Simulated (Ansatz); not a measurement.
# HClF (doublet): wave-function methods side by side at distance Cl1–H2 along a hydrogen transfer = 1.717 Å, cc-pVTZ

How much of the correlation energy of HClF (doublet) does each wave-function method recover here?

Computed with Ansatz 0.2.0, Gaussian basis. Level: cc-pVTZ, core rule «outside noble gas», up to 6 orbitals frozen.

To be run: UHF; CCSD(T) on ROHF; CCSD(T) on UHF; BCCD(T) on ROHF; CCSDT(Q) on ROHF; CCSDT(Q) on UHF; CASSCF and MRCISD+Q, 3 electrons in 3 orbitals; CASSCF and NEVPT2, 3 electrons in 3 orbitals; CASSCF and MRCISD+Q, 15 electrons in 9 orbitals; CASSCF and NEVPT2, 15 electrons in 9 orbitals.

**1. The system**

The geometry derives from fragments relaxed apart (PBE0/def2-TZVP) and kept rigid, so it is no stationary point. A hydrogen atom is moved between rigid fragments.

3 atoms, charge 0, spin multiplicity 2.

Atoms are counted from 1 here; the program's logs count them from 0.

Bond lengths: H2–F3 1.075 Å.

As a file:

```csv
atom,x (Å),y (Å),z (Å)
Cl1,0.0000,0.0000,-1.5030
H2,0.0000,0.0000,0.2140
F3,0.0000,0.0000,1.2890
```

**2. UHF**

Input file in.yaml:

```yaml
crystal:
  periodic: [false, false, false]
  atoms:
    - {symbol: Cl, position_ang: [0.000000, 0.000000, -1.503000]}
    - {symbol: H, position_ang: [0.000000, 0.000000, 0.214000]}
    - {symbol: F, position_ang: [0.000000, 0.000000, 1.289000]}
basis:
  gaussian: {orbitals: cc-pVTZ}
magnetization: {spin_polarized: true, initial_magnetization: 1}
hamiltonian: {xc: hf}
output: {orbitals: {seedname: orbitals}}
```

Command:

```bash
ansatz run in.yaml --threads 1 --pin off --events-out ev --progress --plain --max-ram 2816MiB --backend cpu
```

Further steps of the session: CCSD(T) on ROHF; CCSD(T) on UHF; BCCD(T) on ROHF; CCSDT(Q) on ROHF; CCSDT(Q) on UHF; CASSCF and MRCISD+Q, 3 electrons in 3 orbitals; CASSCF and NEVPT2, 3 electrons in 3 orbitals; CASSCF and MRCISD+Q, 15 electrons in 9 orbitals; CASSCF and NEVPT2, 15 electrons in 9 orbitals.

**Question.** What will the summary of the whole plan be? Wanted: UCCSDT(Q) below the RHF energy; RMP2 from UCCSDT(Q); UMP2 from UCCSDT(Q); RCCSD from UCCSDT(Q); RCCSD(T) from UCCSDT(Q); UCCSD(T) from UCCSDT(Q); RCCSDT(Q) from UCCSDT(Q); NEVPT2 pair from UCCSDT(Q); MRCISD+Q pair from UCCSDT(Q).

The runs gave:

```
                         quantity                                                   value
   UCCSDT(Q) below the RHF energy                                             -13.2256 eV
              RMP2 from UCCSDT(Q)                                              +987.3 meV
              UMP2 from UCCSDT(Q)                                             +1015.0 meV
             RCCSD from UCCSDT(Q)                                              +414.0 meV
          RCCSD(T) from UCCSDT(Q)                                               +34.4 meV
          UCCSD(T) from UCCSDT(Q)                                               +34.1 meV
         RCCSDT(Q) from UCCSDT(Q)                                                +2.1 meV
       NEVPT2 pair from UCCSDT(Q)                                             +1066.3 meV
     MRCISD+Q pair from UCCSDT(Q)                                              +267.6 meV
    NEVPT2 valence from UCCSDT(Q)                                             +2132.4 meV
levels within 1 kcal/mol (43 meV)  RCCSD(T), UCCSD(T), BCCD(T), RCCSDT, UCCSDT, RCCSDT(Q)
                    T1 diagnostic                                                   0.013
   effectively unpaired electrons                                                    1.01
```

RCCSD(T) lands +34.4 meV from the yardstick (0.3 % of the correlation energy). One determinant dominates. Of the multireference levels listed MRCISD+Q pair comes nearest in total energy (+267.6 meV), which doesn't show that its space is the better one. These misses are within one basis, not against nature; the frozen cores of restricted and unrestricted runs differ, which can shift their rows.
